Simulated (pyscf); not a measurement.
Single points on ωB97X-D3(BJ)/def2-SVP structures (PySCF, gas phase).

Task: O=Si(Cl)–Cl (SMILES O=[Si](Cl)Cl) + H₂O (SMILES O) → HO–Si(OH)(Cl)–Cl (SMILES O[Si](O)(Cl)Cl)
Surface: singlet. Broken: H–O. Formed: H–O, O–Si. Give ΔE‡ and ΔE from M06-2X/def2-TZVP, relative to the separated reactants.

Result: ΔE‡ = -101.5 kJ/mol, ΔE = -333.6 kJ/mol. CCSD(T)/def2-TZVPP + ΔMP2(QZVPP) gives -80.0 kJ/mol and -308.5 kJ/mol. Zero-point energy shifts the barrier by +3.4 kJ/mol. It is an addition across a multiple bond or ene-type step, with an imaginary mode of 873i cm⁻¹. On the reactant side the descent ends in an adduct with a O–Si contact, 106.9 kJ/mol under the separated species and 16.5 kJ/mol under the saddle at ωB97X-D3(BJ)/def2-TZVP. At M06-2X the saddle lies under the separated reactants, which points to a path from their complex (located at ωB97X-D3(BJ) alone). What is counted as formed (O–Si) is already present as a longer contact in the reactant adduct; forming that adduct is a step of its own. At ωB97X-D3(BJ)/def2-TZVP the barrier from the zero used here is -90.4 kJ/mol. One saddle was located; it need not be the lowest between these sides. The CCSD(T) − MP2 part came from Ansatz, without density fitting, on the same reference.
